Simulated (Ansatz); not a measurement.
Ansatz (a quantum-chemistry and plane-wave program) input:

Ansatz 0.2 input:
```yaml
crystal:
  periodic: [false, false, false]
  atoms:
    - {symbol: P, position_ang: [0.00056199, 0.07657355, 0.08927023]}
    - {symbol: H, position_ang: [1.02683735, -0.58960829, -0.66288796]}
    - {symbol: H, position_ang: [-1.03526727, -0.55899489, -0.67616545]}
basis:
  gaussian:
    orbitals: def2-TZVP
hamiltonian:
  xc: b3lyp
  dispersion: d3bj
total_charge: -1
phonons: {temperatures: {t_min: 298.15, t_max: 298.15, t_step: 100}}
```

Task: Which total energy does the run end on?

Result: -342.57222 Eh (B3LYP-D3(BJ)/def2-TZVP). The basis has 49 functions.

Whether it binds its extra electron was not tested at this geometry.
